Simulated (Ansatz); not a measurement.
Barrier HO + C2H6 (SMILES CC) via C2H7O, on the benchmark's geometries as Psi4's copy gives them; open shells unrestricted, no zero-point energy, no spin–orbit coupling.
Transition structure (charge 0, multiplicity 2):
```xyz
10

C      1.4583    -0.4464     0.0255
C      0.4694     0.6974    -0.0275
O     -1.8530    -0.3147    -0.0531
H      1.3018    -1.0611     0.9107
H      1.3666    -1.0862    -0.8511
H      2.4822    -0.0669     0.0571
H      0.4711     1.3254     0.8610
H      0.5335     1.3035    -0.9286
H     -0.6302     0.2078    -0.0785
H     -2.2672     0.3883     0.4658
```

Cores are frozen in the correlated methods. CBS(a, b) extrapolates the correlation energy as X⁻³ and adds the Hartree–Fock energy of set b. MP2 and its Hartree–Fock in aug-cc-pVTZ are density fitted.

The values were computed with Ansatz (a quantum-chemistry and plane-wave program). 

Barrier heights (kcal/mol): PBE/def2-TZVPPD -8.65; B3LYP/def2-TZVPPD -0.68; wB97M-V/def2-TZVPPD 2.26; MP2/CBS(aug-cc-pVDZ, aug-cc-pVTZ) + ΔCCSD(T)/aug-cc-pVDZ 3.50.

**Question.** With all else equal, by what factor does exp(−ΔE‡/RT) at 298.15 K differ from its value at MP2/CBS(aug-cc-pVDZ, aug-cc-pVTZ) + ΔCCSD(T)/aug-cc-pVDZ?

**Answer.** 
RT = 0.5925 kcal/mol, so the factor is exp(−(ΔE‡ − 3.50)/RT): PBE/def2-TZVPPD 8.1e+08; B3LYP/def2-TZVPPD 1200; wB97M-V/def2-TZVPPD 8.1. Each 1.36 kcal/mol is a factor of ten. MP2/CBS(aug-cc-pVDZ, aug-cc-pVTZ) + ΔCCSD(T)/aug-cc-pVDZ is the comparison, a level with limits of its own.
